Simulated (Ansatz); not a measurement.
This geometry of AlH6NO (9 atoms, charge 0, multiplicity 1) is a first-order saddle point.

Theory: Ansatz 0.2.0, RKS BLYP-D4/def2-mTZVP.

```xyz
9
Properties=species:S:1:pos:R:3
Al -0.237 -0.778 0.570
N -0.515 1.063 0.044
H -1.487 -1.726 0.318
H 0.768 -0.933 1.800
H 0.411 0.447 -0.908
O 0.814 -0.625 -1.079
H -0.130 1.823 0.610
H -1.413 1.375 -0.333
H 1.789 -0.645 -1.022
```

Which two structures does it join? (They come from a converged band through this point; their orientation in space is the band's.)

Bonds broken: H5–O6. Bonds formed: N2–H5.

First end point:

```xyz
9
Properties=species:S:1:pos:R:3
Al -0.300 -0.657 0.591
N -0.621 1.119 0.141
H -1.473 -1.690 0.287
H 0.801 -0.886 1.728
H 0.674 0.292 -1.199
O 0.869 -0.691 -1.111
H -0.245 1.877 0.715
H -1.538 1.414 -0.199
H 1.832 -0.778 -0.953
```

Last end point:

```xyz
9
Properties=species:S:1:pos:R:3
Al 0.003 -0.870 0.363
N -0.559 1.087 -0.082
H -1.384 -1.616 0.068
H 0.537 -0.752 1.873
H -0.509 1.185 -1.103
O 1.202 -0.966 -0.921
H 0.091 1.775 0.315
H -1.508 1.346 0.212
H 2.127 -1.190 -0.725
```

How far does it lie above each of them?

7.6 kJ/mol above the first and 91.8 kJ/mol above the second. This is the barrier of this one path; another mechanism may lie lower. The orbitals stay closed-shell, which can raise the energy where a bond breaks towards radicals; this wasn't checked here.

Time of the run: 2.4 min on 2 threads of Arm Neoverse V1, on a shared host, peak memory 0.14 GiB.
